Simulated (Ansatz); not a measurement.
# UCCSDT(Q)/STO-3G run of CF3 (trifluoromethyl radical)

Aim: the vertical ionisation energy of CF3 (trifluoromethyl radical) at UCCSDT(Q)/STO-3G, from 2 runs. 

The calculation is run with Ansatz 0.2.0.

31 further runs of the same task are left out: 6 that didn't finish, 25 set aside as unsound or not needed.

### Step 1. The system as given

CF3: 4 atoms, total charge 0, spin state doublet. As SMILES, `F[C](F)F`. The shape is that of a PBE0-D4/def2-TZVP optimisation.

Bond lengths: F1–C2 1.313 Å, C2–F3 1.313 Å, C2–F4 1.313 Å. Angles: F1–C2–F3 111.4°, F1–C2–F4 111.4°, F3–C2–F4 111.4°.

### Step 2. A single-point energy at UCCSDT(Q)/STO-3G

File run.yaml:

```yaml
crystal:
  periodic: [false, false, false]
  atoms:
    - {symbol: F, position_ang: [-1.227500, 0.024900, 0.265400]}
    - {symbol: C, position_ang: [-0.039500, -0.059500, -0.286700]}
    - {symbol: F, position_ang: [0.658900, -1.044900, 0.227300]}
    - {symbol: F, position_ang: [0.608100, 1.079500, -0.205900]}
basis:
  gaussian:
    orbitals: STO-3G
magnetization:
  spin_polarized: true
  initial_magnetization: 1
correlation:
  method: ccsdt_q
  frozen_orbitals: {C: 1, F: 1}
accuracy: high
scf:
  omitted_lower_state_checks: [cluster_reference, increment]
```

Command:

```bash
ansatz run run.yaml --threads 1 --pin off --max-ram 2610MiB --events-out events.jsonl --progress --plain --runs-dir runs
```

The program printed (excerpt; [...] marks lines left out):

```text
Warning: RAYON_NUM_THREADS=1 ignored (pool sized by the plan → 1); use --threads N
Functional definition: HF
  name "HF"
[...]
366 factors; integrals over basis functions are off by at most 4.2e-8 eV
[...]
mean field -9019.87874549 eV, -331.4744300035 hartree, gradient 2.6e-8 eV, S^2 0.754411; 0 other end points of the search recorded, 0 dependent functions left out
4 core orbitals not correlated: weight in the atoms' cores, before any rotation towards them, 1.000 or more for the frozen orbitals, at most 0.000 for the correlated occupied ones
reference -9019.87874549 eV, -331.4744300035 hartree; 13, 12 occupied and 3, 4 virtual orbitals, 366 factors
second order -2.39676158 eV of doubles, -0.00000000 eV of singles
cycle   1  -2.72558178 eV  change   -3.3e-1 eV  update   7.7e-2
[...]
cycle  22  -3.14399551 eV  change   -1.2e-9 eV  update   3.0e-9
perturbative correction -0.00215162 eV, -0.0000790706 hartree
Total energy: -9023.02489262 eV, -331.5900487778 hartree
Checks for a lower state left out: cluster_reference, increment
```

Run time: 2.3 s. Hardware: 1 thread of Arm Neoverse V2, shared host; peak memory 0.17 GiB.

### Step 3. The singlet cation at the same level

File molecule.yaml:

```yaml
crystal:
  periodic: [false, false, false]
  atoms:
    - {symbol: F, position_ang: [-1.227500, 0.024900, 0.265400]}
    - {symbol: C, position_ang: [-0.039500, -0.059500, -0.286700]}
    - {symbol: F, position_ang: [0.658900, -1.044900, 0.227300]}
    - {symbol: F, position_ang: [0.608100, 1.079500, -0.205900]}
basis:
  gaussian:
    orbitals: STO-3G
total_charge: 1
correlation:
  method: ccsdt_q
  frozen_orbitals: {C: 1, F: 1}
accuracy: high
scf:
  omitted_lower_state_checks: [cluster_reference, increment]
```

Command:

```bash
ansatz run molecule.yaml --threads 1 --pin off --max-ram 2610MiB --events-out events.jsonl --progress --plain --runs-dir runs
```

The program printed (excerpt; [...] marks lines left out):

```text
Warning: RAYON_NUM_THREADS=1 ignored (pool sized by the plan → 1); use --threads N
[... 2 set-up lines as earlier in the session ...]
[...]
366 factors; integrals over basis functions are off by at most 4.2e-8 eV
[...]
mean field -9011.76579298 eV, -331.1762844978 hartree, gradient 7.9e-9 eV, S^2 0.000000; 0 other end points of the search recorded, 0 dependent functions left out
4 core orbitals not correlated: weight in the atoms' cores, before any rotation towards them, 1.000 or more for the frozen orbitals, at most 0.000 for the correlated occupied ones
reference -9011.76579298 eV, -331.1762844978 hartree; 12, 12 occupied and 4, 4 virtual orbitals, 366 factors
second order -4.26162815 eV of doubles, -0.00000000 eV of singles
cycle   1  -4.39438731 eV  change   -1.3e-1 eV  update   1.4e-1
[...]
cycle  26  -5.31683888 eV  change    1.1e-9 eV  update   1.6e-9
perturbative correction -0.01907336 eV, -0.0007009330 hartree
Total energy: -9017.10170522 eV, -331.3723756558 hartree
Checks for a lower state left out: cluster_reference, increment
```

It took 0.48 s on 1 thread of Arm Neoverse V2, shared host.

### Step 4. Outcome

Level: UCCSDT(Q)/STO-3G, 4 core orbitals frozen.

```
                                                   quantity          value
                                  doublet CF3: total energy  -331.59005 Eh
   doublet CF3: correlation energy (4 core orbitals frozen)     -115.6 mEh
             doublet CF3: ⟨S²⟩ of the reference determinant          0.754
                                 doublet CF3: T1 diagnostic          0.012
                               singlet cation: total energy  -331.37238 Eh
singlet cation: correlation energy (4 core orbitals frozen)     -196.1 mEh
                              singlet cation: T1 diagnostic          0.022
         vertical ionisation energy (to the singlet cation)       5.923 eV
```

**Reading.** Removing an electron at fixed nuclei costs 5.92 eV (572 kJ/mol). Only the singlet of the ionised species was computed; a triplet could lie lower. In a minimal basis such a difference can be off by several eV, whatever the method. The T1 diagnostic (singlet cation) of 0.022 is above the customary mark for such species, so a single reference may not serve.
